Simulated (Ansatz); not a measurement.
# SiH2F+ (triplet): wave-function methods side by side, def2-QZVPP

One table from this session's results is given with a row withheld; the runs are named, their logs left out.

Computed with Ansatz 0.2.0, Gaussian basis. Level: def2-QZVPP, core rule «outside noble gas», up to 6 orbitals frozen.

The runs, in order: UHF; ROHF; CCSD(T) on UHF.

2 further runs of the same task are left out: 2 set aside as unsound or not needed.

**The geometry**

The geometry is a PBE0/def2-TZVP stationary point (not a proven minimum) of the parent state, kept for this charge and spin.

4 atoms, charge 1, spin multiplicity 3.

Atoms are counted from 1 here; the program's logs count them from 0.

Bond lengths: Si1–F2 1.599 Å, Si1–H3 1.463 Å, Si1–H4 1.463 Å. Angles: F2–Si1–H3 115.4°, F2–Si1–H4 115.4°, H3–Si1–H4 129.1°.

Geometry (Å):

```xyz
4

Si    0.00000    0.00000    0.59307
F     0.00000    0.00000   -1.00635
H     0.00000    1.32139    1.22157
H     0.00000   -1.32139    1.22157
```

Set-up of the first run:

Contents of in.yaml:

```yaml
crystal:
  periodic: [false, false, false]
  atoms:
    - {symbol: Si, position_ang: [0.000000, 0.000000, 0.593067]}
    - {symbol: F, position_ang: [0.000000, 0.000000, -1.006354]}
    - {symbol: H, position_ang: [0.000000, 1.321394, 1.221565]}
    - {symbol: H, position_ang: [0.000000, -1.321394, 1.221565]}
basis:
  gaussian: {orbitals: "def2-QZVPP.json"}
total_charge: 1
magnetization: {spin_polarized: true, initial_magnetization: 2}
hamiltonian: {xc: hf}
output: {orbitals: {seedname: orbitals}}
```

The run is started by

```sh
> ansatz run in.yaml --threads 1 --pin off --events-out ev --progress --plain --max-ram 2393MiB
```

Steps of the session up to this table: UHF; ROHF; CCSD(T) on UHF.

One of the session's tables, all rows but one given; the rest of the session is left out.

```
  method  from UCCSD(T) (meV)
    ROHF             +11282.0
     UHF                    ?
    UMP2               +838.2
   UCCSD               +430.7
UCCSD(T)                    0
```

**Question.** Estimate the row for UHF.

The run gave: from UCCSD(T) (meV): +11176.3. In the column «from UCCSD(T) (meV)» it lies between UMP2 (+838.2) and ROHF (+11282.0).
